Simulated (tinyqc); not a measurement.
ROHF in the sto-3g basis, for BH2, spin multiplicity 2, step by step (part 2 of 2). Computed by tinyqc, a small Python program that keeps every step (integrals from PySCF). Command: `OMP_NUM_THREADS=1 python tinyqc.py 31171 31172 out.jsonl` (the two numbers bound the seeds that draw the settings). One thread of a shared host (Intel(R) Xeon(R) Processor @ 2.60GHz), about 0.07 s of CPU time with the checks.

Geometry (angstrom):
```
atom         x          y         z
B     0.000000   0.000000  0.000000
H     0.000000   1.407000  0.627000
H     0.000000  -1.407000  0.627000
```

## Iteration 2: building the Fock matrix

D(alpha) after iteration 1, order 1B 1s, 1B 2s, 1B 2px, 1B 2py, 1B 2pz, 2H 1s, 3H 1s:
```
[[1.086703, -0.339502, 0.000000, 0.000000, -0.034628, 0.077176, 0.077176],
 [-0.339502, 1.354134, 0.000000, 0.000000, 0.105126, -0.416434, -0.416434],
 [0.000000, 0.000000, 0.000000, 0.000000, 0.000000, 0.000000, 0.000000],
 [0.000000, 0.000000, 0.000000, 0.164570, 0.000000, 0.216049, -0.216049],
 [-0.034628, 0.105126, 0.000000, 0.000000, 0.018719, 0.037509, 0.037509],
 [0.077176, -0.416434, 0.000000, 0.216049, 0.037509, 0.874449, 0.307186],
 [0.077176, -0.416434, 0.000000, -0.216049, 0.037509, 0.307186, 0.874449]]
```

D(beta) after iteration 1, order 1B 1s, 1B 2s, 1B 2px, 1B 2py, 1B 2pz, 2H 1s, 3H 1s:
```
[[1.018822, -0.074509, 0.000000, 0.000000, -0.027008, -0.090315, -0.090315],
 [-0.074509, 0.319660, 0.000000, 0.000000, 0.075377, 0.237413, 0.237413],
 [0.000000, 0.000000, 0.000000, 0.000000, 0.000000, 0.000000, 0.000000],
 [0.000000, 0.000000, 0.000000, 0.164570, 0.000000, 0.216049, -0.216049],
 [-0.027008, 0.075377, 0.000000, 0.000000, 0.017863, 0.056312, 0.056312],
 [-0.090315, 0.237413, 0.000000, 0.216049, 0.056312, 0.461181, -0.106082],
 [-0.090315, 0.237413, 0.000000, -0.216049, 0.056312, -0.106082, 0.461181]]
```

core Hamiltonian H = T + V (hartree), order 1B 1s, 1B 2s, 1B 2px, 1B 2py, 1B 2pz, 2H 1s, 3H 1s:
```
[[-13.008158, -3.372377, 0.000000, 0.000000, -0.009028, -0.384938, -0.384938],
 [-3.372377, -4.093724, 0.000000, 0.000000, -0.088015, -1.097259, -1.097259],
 [0.000000, 0.000000, -3.251004, 0.000000, 0.000000, 0.000000, 0.000000],
 [0.000000, 0.000000, 0.000000, -3.369268, 0.000000, -1.012133, 1.012133],
 [-0.009028, -0.088015, 0.000000, 0.000000, -3.274490, -0.460821, -0.460821],
 [-0.384938, -1.097259, 0.000000, -1.012133, -0.460821, -2.366477, -0.103761],
 [-0.384938, -1.097259, 0.000000, 1.012133, -0.460821, -0.103761, -2.366477]]
```

nuclear repulsion = 3.62341417 hartree

Given earlier and not repeated: Two-electron integrals (ij|kl) in chemists' order.

J_ij = sum D_kl (ij|kl) with D = D(alpha) + D(beta), K_ij = sum D_kl (ik|jl) for each spin; F = H + J - K(s); E = tr D H + tr D J / 2 - 0.5 sum_s tr D(s) K(s) + E_nn.

Coulomb J (hartree), order 1B 1s, 1B 2s, 1B 2px, 1B 2py, 1B 2pz, 2H 1s, 3H 1s:
```
[[8.329659, 1.687478, 0.000000, 0.000000, 0.023023, 0.190121, 0.190121],
 [1.687478, 3.569303, 0.000000, 0.000000, 0.164313, 0.989090, 0.989090],
 [0.000000, 0.000000, 3.498651, 0.000000, 0.000000, 0.000000, 0.000000],
 [0.000000, 0.000000, 0.000000, 3.667200, 0.000000, 1.002587, -1.002587],
 [0.023023, 0.164313, 0.000000, 0.000000, 3.528696, 0.466303, 0.466303],
 [0.190121, 0.989090, 0.000000, 1.002587, 0.466303, 2.810485, 0.084491],
 [0.190121, 0.989090, 0.000000, -1.002587, 0.466303, 0.084491, 2.810485]]
```

exchange K(alpha) (hartree), order 1B 1s, 1B 2s, 1B 2px, 1B 2py, 1B 2pz, 2H 1s, 3H 1s:
```
[[2.978281, 0.528294, 0.000000, 0.000000, -0.000223, 0.062666, 0.062666],
 [0.528294, 0.668153, 0.000000, 0.000000, 0.080006, 0.231624, 0.231624],
 [0.000000, 0.000000, 0.154532, 0.000000, 0.000000, 0.000000, 0.000000],
 [0.000000, 0.000000, 0.000000, 0.432922, 0.000000, 0.274512, -0.274512],
 [-0.000223, 0.080006, 0.000000, 0.000000, 0.195761, 0.119302, 0.119302],
 [0.062666, 0.231624, 0.000000, 0.274512, 0.119302, 0.724064, 0.028454],
 [0.062666, 0.231624, 0.000000, -0.274512, 0.119302, 0.028454, 0.724064]]
```

exchange K(beta) (hartree), order 1B 1s, 1B 2s, 1B 2px, 1B 2py, 1B 2pz, 2H 1s, 3H 1s:
```
[[2.932279, 0.537341, 0.000000, 0.000000, -0.001865, 0.060567, 0.060567],
 [0.537341, 0.465169, 0.000000, 0.000000, 0.121975, 0.261314, 0.261314],
 [0.000000, 0.000000, 0.086688, 0.000000, 0.000000, 0.000000, 0.000000],
 [0.000000, 0.000000, 0.000000, 0.392968, 0.000000, 0.263423, -0.263423],
 [-0.001865, 0.121975, 0.000000, 0.000000, 0.127037, 0.105673, 0.105673],
 [0.060567, 0.261314, 0.000000, 0.263423, 0.105673, 0.572068, 0.012135],
 [0.060567, 0.261314, 0.000000, -0.263423, 0.105673, 0.012135, 0.572068]]
```

F(alpha) (hartree), order 1B 1s, 1B 2s, 1B 2px, 1B 2py, 1B 2pz, 2H 1s, 3H 1s:
```
[[-7.656780, -2.213193, 0.000000, 0.000000, 0.014217, -0.257483, -0.257483],
 [-2.213193, -1.192574, 0.000000, 0.000000, -0.003708, -0.339793, -0.339793],
 [0.000000, 0.000000, 0.093115, 0.000000, 0.000000, 0.000000, 0.000000],
 [0.000000, 0.000000, 0.000000, -0.134990, 0.000000, -0.284058, 0.284058],
 [0.014217, -0.003708, 0.000000, 0.000000, 0.058445, -0.113820, -0.113820],
 [-0.257483, -0.339793, 0.000000, -0.284058, -0.113820, -0.280056, -0.047724],
 [-0.257483, -0.339793, 0.000000, 0.284058, -0.113820, -0.047724, -0.280056]]
```

F(beta) (hartree), order 1B 1s, 1B 2s, 1B 2px, 1B 2py, 1B 2pz, 2H 1s, 3H 1s:
```
[[-7.610778, -2.222240, 0.000000, 0.000000, 0.015859, -0.255384, -0.255384],
 [-2.222240, -0.989590, 0.000000, 0.000000, -0.045677, -0.369483, -0.369483],
 [0.000000, 0.000000, 0.160959, 0.000000, 0.000000, 0.000000, 0.000000],
 [0.000000, 0.000000, 0.000000, -0.095036, 0.000000, -0.272970, 0.272970],
 [0.015859, -0.045677, 0.000000, 0.000000, 0.127169, -0.100191, -0.100191],
 [-0.255384, -0.369483, 0.000000, -0.272970, -0.100191, -0.128060, -0.031405],
 [-0.255384, -0.369483, 0.000000, 0.272970, -0.100191, -0.031405, -0.128060]]
```

total energy of this density = -25.04024212 hartree

## Iteration 2: Roothaan effective Fock matrix

overlap S, order 1B 1s, 1B 2s, 1B 2px, 1B 2py, 1B 2pz, 2H 1s, 3H 1s:
```
[[1.000000, 0.269328, 0.000000, 0.000000, 0.000000, 0.030345, 0.030345],
 [0.269328, 1.000000, 0.000000, 0.000000, 0.000000, 0.312965, 0.312965],
 [0.000000, 0.000000, 1.000000, 0.000000, 0.000000, 0.000000, 0.000000],
 [0.000000, 0.000000, 0.000000, 1.000000, 0.000000, 0.327920, -0.327920],
 [0.000000, 0.000000, 0.000000, 0.000000, 1.000000, 0.146131, 0.146131],
 [0.030345, 0.312965, 0.000000, 0.327920, 0.146131, 1.000000, 0.026834],
 [0.030345, 0.312965, 0.000000, -0.327920, 0.146131, 0.026834, 1.000000]]
```

With projectors Pc = D(beta) S, Po = (D(alpha) - D(beta)) S, Pv = 1 - D(alpha) S, the block xy is Px^T F Py; with Fc = (F(alpha) + F(beta))/2, the blocks are Fc for cc, oo, vv and cv, F(beta) for co and F(alpha) for ov.

effective F (hartree), order 1B 1s, 1B 2s, 1B 2px, 1B 2py, 1B 2pz, 2H 1s, 3H 1s:
```
[[-7.633452, -2.221348, 0.000000, 0.000000, 0.016057, -0.254372, -0.254372],
 [-2.221348, -1.084841, 0.000000, 0.000000, -0.025680, -0.353445, -0.353445],
 [0.000000, 0.000000, 0.127037, 0.000000, 0.000000, 0.000000, 0.000000],
 [0.000000, 0.000000, 0.000000, -0.115013, 0.000000, -0.278514, 0.278514],
 [0.016057, -0.025680, 0.000000, 0.000000, 0.092852, -0.107880, -0.107880],
 [-0.254372, -0.353445, 0.000000, -0.278514, -0.107880, -0.208083, -0.043590],
 [-0.254372, -0.353445, 0.000000, 0.278514, -0.107880, -0.043590, -0.208083]]
```

## Iteration 2: DIIS over 2 matrices

error matrix X^T (FDS - SDF) X:
```
[[0.000000, 0.000000, -0.038968, 0.000000, -0.198882, 0.000000, -0.103323],
 [0.000000, 0.000000, 0.000000, 0.000000, 0.000000, -0.234435, 0.000000],
 [0.038968, 0.000000, 0.000000, 0.000000, 0.020222, 0.000000, 0.024584],
 [0.000000, 0.000000, 0.000000, 0.000000, 0.000000, 0.000000, 0.000000],
 [0.198882, 0.000000, -0.020222, 0.000000, 0.000000, 0.000000, 0.055535],
 [0.000000, 0.234435, 0.000000, 0.000000, 0.000000, 0.000000, 0.000000],
 [0.103323, 0.000000, -0.024584, 0.000000, -0.055535, 0.000000, 0.000000]]
```

B (overlaps of the stored error matrices):
```
[[1.9003880e+00, -4.2825752e-01],
 [-4.2825752e-01, 2.2161079e-01]]
```

Minimise |sum c_i e_i|^2 with sum c_i = 1: solve [B -1; -1 0][c; lambda] = [0; -1] with B_ij = tr e_i^T e_j, and take F = sum c_i F_i.

DIIS coefficients: [0.218185, 0.781815]

extrapolated F (hartree), order 1B 1s, 1B 2s, 1B 2px, 1B 2py, 1B 2pz, 2H 1s, 3H 1s:
```
[[-7.356337, -2.157061, 0.000000, 0.000000, 0.016154, -0.248448, -0.248448],
 [-2.157061, -0.975711, 0.000000, 0.000000, -0.052311, -0.325613, -0.325613],
 [0.000000, 0.000000, 0.214169, 0.000000, 0.000000, 0.000000, 0.000000],
 [0.000000, 0.000000, 0.000000, -0.048826, 0.000000, -0.249934, 0.249934],
 [0.016154, -0.052311, 0.000000, 0.000000, 0.216109, -0.097744, -0.097744],
 [-0.248448, -0.325613, 0.000000, -0.249934, -0.097744, -0.173115, -0.040496],
 [-0.248448, -0.325613, 0.000000, 0.249934, -0.097744, -0.040496, -0.173115]]
```

## Iteration 2: diagonalisation and new density

X, order 1B 1s, 1B 2s, 1B 2px, 1B 2py, 1B 2pz, 2H 1s, 3H 1s:
```
[[-0.435436, 0.000000, 0.715291, 0.000000, -0.554825, 0.000000, 0.278902],
 [0.985424, 0.000000, -0.252652, 0.000000, -0.227448, 0.000000, 0.517505],
 [0.000000, 0.000000, 0.000000, 1.000000, 0.000000, 0.000000, 0.000000],
 [0.000000, 0.963855, 0.000000, 0.000000, 0.000000, 0.595543, 0.000000],
 [0.355064, 0.000000, 0.649342, 0.000000, 0.688604, 0.000000, 0.180904],
 [-0.633256, -0.701552, -0.260459, 0.000000, 0.206833, 0.409105, 0.357477],
 [-0.633256, 0.701552, -0.260459, 0.000000, 0.206833, -0.409105, 0.357477]]
```

Diagonalise F' = X^T F X, C = X C', fill 4 alpha and 3 beta electrons from the bottom; D(s) = C_occ C_occ^T. Each column has its largest component positive (the first on a tie).

F' = X^T F X (hartree):
```
[[-0.050161, 0.000000, 1.056665, 0.000000, -0.808798, 0.000000, 0.527724],
 [0.000000, 0.500113, 0.000000, 0.000000, 0.000000, 0.059838, 0.000000],
 [1.056665, 0.000000, -2.786567, 0.000000, 2.909490, 0.000000, -1.912003],
 [0.000000, 0.000000, 0.000000, 0.214169, 0.000000, 0.000000, 0.000000],
 [-0.808798, 0.000000, 2.909490, 0.000000, -2.651533, 0.000000, 1.987385],
 [0.000000, 0.059838, 0.000000, 0.000000, 0.000000, -0.305285, 0.000000],
 [0.527724, 0.000000, -1.912003, 0.000000, 1.987385, 0.000000, -1.877204]]
```

orbital energies (hartree): [-7.361380, -0.470281, -0.309706, 0.088562, 0.214169, 0.377635, 0.504534]

coefficients C, order 1B 1s, 1B 2s, 1B 2px, 1B 2py, 1B 2pz, 2H 1s, 3H 1s:
```
[[0.991864, -0.241484, 0.000000, -0.179817, 0.000000, -0.111451, 0.000000],
 [0.029925, 0.751134, 0.000000, 0.723909, 0.000000, 0.515068, 0.000000],
 [0.000000, 0.000000, 0.000000, 0.000000, 1.000000, 0.000000, 0.000000],
 [0.000000, 0.000000, 0.522897, 0.000000, 0.000000, 0.000000, 1.005119],
 [-0.000726, 0.088061, 0.000000, -0.540008, 0.000000, 0.869053, 0.000000],
 [-0.004577, 0.297195, 0.459690, -0.495319, 0.000000, -0.552934, -0.669497],
 [-0.004577, 0.297195, -0.459690, -0.495319, 0.000000, -0.552934, 0.669497]]
```

D(alpha) after iteration 2, order 1B 1s, 1B 2s, 1B 2px, 1B 2py, 1B 2pz, 2H 1s, 3H 1s:
```
[[1.074442, -0.281877, 0.000000, 0.000000, 0.075117, 0.012759, 0.012759],
 [-0.281877, 1.089142, 0.000000, 0.000000, -0.324793, -0.135470, -0.135470],
 [0.000000, 0.000000, 0.000000, 0.000000, 0.000000, 0.000000, 0.000000],
 [0.000000, 0.000000, 0.000000, 0.273421, 0.000000, 0.240371, -0.240371],
 [0.075117, -0.324793, 0.000000, 0.000000, 0.299364, 0.293651, 0.293651],
 [0.012759, -0.135470, 0.000000, 0.240371, 0.293651, 0.545001, 0.122371],
 [0.012759, -0.135470, 0.000000, -0.240371, 0.293651, 0.122371, 0.545001]]
```

D(beta) after iteration 2, order 1B 1s, 1B 2s, 1B 2px, 1B 2py, 1B 2pz, 2H 1s, 3H 1s:
```
[[1.042108, -0.151706, 0.000000, 0.000000, -0.021986, -0.076308, -0.076308],
 [-0.151706, 0.565098, 0.000000, 0.000000, 0.066124, 0.223096, 0.223096],
 [0.000000, 0.000000, 0.000000, 0.000000, 0.000000, 0.000000, 0.000000],
 [0.000000, 0.000000, 0.000000, 0.273421, 0.000000, 0.240371, -0.240371],
 [-0.021986, 0.066124, 0.000000, 0.000000, 0.007755, 0.026174, 0.026174],
 [-0.076308, 0.223096, 0.000000, 0.240371, 0.026174, 0.299660, -0.122969],
 [-0.076308, 0.223096, 0.000000, -0.240371, 0.026174, -0.122969, 0.299660]]
```

## Iteration 11 (converged): orbitals

converged F (hartree), order 1B 1s, 1B 2s, 1B 2px, 1B 2py, 1B 2pz, 2H 1s, 3H 1s:
```
[[-7.380450, -2.161292, 0.000000, 0.000000, -0.010166, -0.252204, -0.252204],
 [-2.161292, -0.937004, 0.000000, 0.000000, -0.061866, -0.367774, -0.367774],
 [0.000000, 0.000000, 0.265166, 0.000000, 0.000000, 0.000000, 0.000000],
 [0.000000, 0.000000, 0.000000, -0.035778, 0.000000, -0.285361, 0.285361],
 [-0.010166, -0.061866, 0.000000, 0.000000, 0.035973, -0.148962, -0.148962],
 [-0.252204, -0.367774, 0.000000, -0.285361, -0.148962, -0.236255, -0.038037],
 [-0.252204, -0.367774, 0.000000, 0.285361, -0.148962, -0.038037, -0.236255]]
```

As before.

F' = X^T F X (hartree):
```
[[0.063720, 0.000000, 1.047338, 0.000000, -0.836336, 0.000000, 0.561251],
 [0.000000, 0.543483, 0.000000, 0.000000, 0.000000, 0.106647, 0.000000],
 [1.047338, 0.000000, -2.874055, 0.000000, 2.848792, 0.000000, -1.945294],
 [0.000000, 0.000000, 0.000000, 0.265166, 0.000000, 0.000000, 0.000000],
 [-0.836336, 0.000000, 2.848792, 0.000000, -2.745047, 0.000000, 1.921044],
 [0.000000, 0.106647, 0.000000, 0.000000, 0.000000, -0.357141, 0.000000],
 [0.561251, 0.000000, -1.945294, 0.000000, 1.921044, 0.000000, -1.941729]]
```

orbital energies (hartree): [-7.385287, -0.514659, -0.369597, -0.004145, 0.265166, 0.406981, 0.555939]

coefficients C, order 1B 1s, 1B 2s, 1B 2px, 1B 2py, 1B 2pz, 2H 1s, 3H 1s:
```
[[0.992087, -0.212948, 0.000000, 0.157788, 0.000000, -0.179951, 0.000000],
 [0.029093, 0.636093, 0.000000, -0.595195, 0.000000, 0.771180, 0.000000],
 [0.000000, 0.000000, 0.000000, 0.000000, 1.000000, 0.000000, 0.000000],
 [0.000000, 0.000000, 0.479704, 0.000000, 0.000000, 0.000000, 1.026436],
 [0.002670, 0.165912, 0.000000, 0.791370, 0.000000, 0.633101, 0.000000],
 [-0.004262, 0.367219, 0.487730, 0.225693, 0.000000, -0.673511, -0.649354],
 [-0.004262, 0.367219, -0.487730, 0.225693, 0.000000, -0.673511, 0.649354]]
```

D(alpha) after iteration 11, order 1B 1s, 1B 2s, 1B 2px, 1B 2py, 1B 2pz, 2H 1s, 3H 1s:
```
[[1.054481, -0.200507, 0.000000, 0.000000, 0.092187, -0.046815, -0.046815],
 [-0.200507, 0.759718, 0.000000, 0.000000, -0.365407, 0.099130, 0.099130],
 [0.000000, 0.000000, 0.000000, 0.000000, 0.000000, 0.000000, 0.000000],
 [0.000000, 0.000000, 0.000000, 0.230116, 0.000000, 0.233966, -0.233966],
 [0.092187, -0.365407, 0.000000, 0.000000, 0.653801, 0.239522, 0.239522],
 [-0.046815, 0.099130, 0.000000, 0.233966, 0.239522, 0.423687, -0.052075],
 [-0.046815, 0.099130, 0.000000, -0.233966, 0.239522, -0.052075, 0.423687]]
```

D(beta) after iteration 11, order 1B 1s, 1B 2s, 1B 2px, 1B 2py, 1B 2pz, 2H 1s, 3H 1s:
```
[[1.029584, -0.106592, 0.000000, 0.000000, -0.032682, -0.082427, -0.082427],
 [-0.106592, 0.405461, 0.000000, 0.000000, 0.105613, 0.233462, 0.233462],
 [0.000000, 0.000000, 0.000000, 0.000000, 0.000000, 0.000000, 0.000000],
 [0.000000, 0.000000, 0.000000, 0.230116, 0.000000, 0.233966, -0.233966],
 [-0.032682, 0.105613, 0.000000, 0.000000, 0.027534, 0.060915, 0.060915],
 [-0.082427, 0.233462, 0.000000, 0.233966, 0.060915, 0.372749, -0.103013],
 [-0.082427, 0.233462, 0.000000, -0.233966, 0.060915, -0.103013, 0.372749]]
```

## Convergence

Stop when the energy changes by less than 1e-08 hartree and every element of the error matrix X^T (F D S - S D F) X is below 3e-05.

Course of the cycle:
```
iteration   E (hartree)     change  largest element of the error matrix
1          -23.85918094          -                             6.83e-01
2          -25.04024212  -1.18e+00                             2.34e-01
3          -25.25008453  -2.10e-01                             7.88e-02
4          -25.28240589  -3.23e-02                             3.93e-02
5          -25.29224126  -9.84e-03                             4.46e-03
6          -25.29234264  -1.01e-04                             1.79e-03
7          -25.29225283   8.98e-05                             3.77e-03
8          -25.29234920  -9.64e-05                             1.35e-03
9          -25.29236342  -1.42e-05                             5.17e-05
10         -25.29236344  -2.17e-08                             2.18e-06
11         -25.29236344  -2.69e-11                             1.42e-06
```

PySCF ROHF in the same basis = -25.29236344 hartree

Converged in 11 iterations.

## Populations, bond orders and dipole

Mulliken: Z minus the diagonal of D S on the atom; Loewdin: the same with S^(1/2) D S^(1/2); Mayer order: 2 sum_s sum (D(s) S)_ij (D(s) S)_ji over the two atoms.

Charges (e):
```
atom   Mulliken    Loewdin  Mulliken spin
1B     0.179580   0.171784       0.925112
2H    -0.089790  -0.085892       0.037444
3H    -0.089790  -0.085892       0.037444
```

Mayer bond orders:
```
pair     order
2-1   0.968659
3-1   0.968659
3-2   0.021877
```

dipole moment about the origin, x y z (debye): [0.000000, 0.000000, -0.200813]
